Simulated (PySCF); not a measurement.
Predicted microwave data (PBE0-D3(BJ)/def2-SVP geometry optimisation, gas phase in PySCF 2.14.0) for one isomer of C4H12P2:

| Item | Value |
| --- | --- |
| Rotational constants | A = 3036, B = 1730, C = 1286 MHz |
| Dipole components | \|μa\| = 0.00 D, \|μb\| = 0.00 D, \|μc\| = 0.00 D |
| Inertial defect | -65.74 u·Å² |
| κ | -0.49 |

**Question.** Which structure is it? (One computed conformer of each.)
A. `[CH3:1][C:2]([CH3:3])([CH3:4])[PH:5][PH2:6]` with C2–P5–P6–H -157° and 110°
B. `[CH3:1][P:2]([CH3:3])[P:4]([CH3:5])[CH3:6]` with C1–P2–P4–C5 80° (PMe2PMe2)

**Answer.** B. It is CP(C)P(C)C, an asymmetric top, point group C2h. The candidates at the same level (rigid rotor, commonest isotopes):

```tsv
SMILES	A (MHz)	B (MHz)	C (MHz)	μa (D)	μb (D)	μc (D)	Δ (u·Å²)	point group	rotor
CC(C)(C)PP	3421	1431	1323	0.68	0.23	0.17	-118.85	C1	asymmetric top
CP(C)P(C)C	3036	1730	1286	0.00	0.00	0.00	-65.74	C2h	asymmetric top
```

`CC(C)(C)PP` has B 17 % too low. No structure here is proved a minimum.
